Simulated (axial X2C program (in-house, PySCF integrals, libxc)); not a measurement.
# NAlN⁺: bond lengths and stretches, held linear

An exercise on one series of results from a longer session: the logs are not shown, and one member is left open.

Program: an in-house X2C program for linear molecules on PySCF integrals. Level of theory: all-electron X2C, two-component (2c) or spin-free, N dyall-av3z, Al dyall-v3z. These are calculated values, not measurements.

All values are calculated.

2 further runs of the same task are left out: 2 set aside as unsound or not needed.

Set-up of the first run:

File task.json:

```json
{"zs": [7, 13, 7], "q": 1, "bas": ["dyall-av3z", "dyall-v3z", "dyall-av3z"], "r0": [1.73, 1.73], "symm": 1, "scan": ["PBE0", "HF", "B3LYP"], "levels": ["PBE0", "HF", "LDA"], "nst": 2}
```

Keys: zs atomic numbers; q charge; bas basis sets; r0 starting distance in Å; symm equal bonds; scan levels of the two-bond scan; levels methods; nst determinants followed.

Run with:

```sh
python solin.py task.json out
```

Masses N 14.003, Al 26.982, N 14.003 u.

Among the steps run: Scan at PBE0, 2c; Scan at HF, 2c; Scan at B3LYP, 2c.

One table of the session follows, with a row left open; its other results are not shown here.

| level | r(N–Al) (Å) | r(Al–N) (Å) | lower stretch (cm⁻¹) | upper stretch (cm⁻¹) |
| --- | --- | --- | --- | --- |
| PBE0, 2c | 1.876 | 1.876 | 561.3 | 808.8 |
| HF, 2c | 1.850 | 1.850 | 609.0 | 835.1 |
| B3LYP, 2c | 1.884 | 1.884 | 548.3 | 790.7 |
| PBE0, spin-free | 1.876 | 1.876 | 561.4 | 808.9 |
| HF, spin-free | ? | ? | ? | ? |
| B3LYP, spin-free | 1.884 | 1.884 | 548.3 | 790.8 |

**Question.** Estimate the row for HF, spin-free.

**Answer.** r(N–Al) (Å): 1.850; r(Al–N) (Å): 1.850; lower stretch (cm⁻¹): 609.1; upper stretch (cm⁻¹): 835.1.

Scans not shown above were run alike.

Limits of these values: The molecule was held linear; bending was not examined, so a bent shape may lie lower.
